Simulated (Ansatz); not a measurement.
Input:

```yaml
crystal:
  periodic: [false, false, false]
  atoms:
    - { symbol: Al, position_ang: [0.0, 0.0, 0.0] }
    - { symbol: H, position_ang: [0.8998, 0.0, 1.5126] }
    - { symbol: Cl, position_ang: [2.3982, 0.0, 0.3916] }
    - { symbol: Cl, position_ang: [-1.9312, 0.0, -1.115] }
basis:
  gaussian: { orbitals: "6-31G*" }
hamiltonian:
  xc: r2scan
  dispersion: d4
relax:
  f_tol: 0.15
  max_steps: 25
  restrain:
    - { distance: [1, 2], at: 1.37, k: 30.0 }
    - { distance: [0, 1], at: 2.76, k: 30.0 }
    - { distance: [0, 2], at: 3.43, k: 30.0 }
output:
  orbitals: {}
```

Run as:

```bash
$ ansatz run input.yaml --threads 1 --pin off --max-ram 2048MiB --backend cpu --events-out ev --progress --plain --runs-dir out
```

Hardware: 1 thread of Arm Neoverse V2, with other jobs on the host.

**Question.** Roughly how long does this run take, and how much memory?

**Answer.** 34 s, with a peak of 0.12 GiB, for 13 ionic steps.
